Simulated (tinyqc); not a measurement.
Worked calculation: Hueckel theory of the pi electrons, for the molecule C=C[CH2-] (SMILES; centres numbered as the heavy atoms are written). One step of it, computed by the program tinyqc.

Problem. Orbitals. Diagonalise; E = alpha + x beta with beta < 0, so the largest x are filled first; degenerate levels share their electrons. P = sum n_i c_ri c_si; each orbital has its largest coefficient positive (the first on a tie).

Hueckel matrix in units of beta (H = alpha + beta A), lower triangle:
```
          1C        2C        3C
1C  0.000000
2C  1.000000  0.000000
3C  0.000000  1.000000  0.000000
```

pi electrons, sum of z_r less the charge = 4

Give: x values; occupations; coefficients; charge and bond-order matrix P.

Solution.

x values: 1.4142  0.0000  -1.4142

occupations: 2.0000  2.0000  0.0000

coefficients:
```
       MO1      MO2      MO3
1C  0.5000   0.7071  -0.5000
2C  0.7071   0.0000   0.7071
3C  0.5000  -0.7071  -0.5000
```

charge and bond-order matrix P, lower triangle:
```
         1C      2C      3C
1C   1.5000
2C   0.7071  1.0000
3C  -0.5000  0.7071  1.5000
```
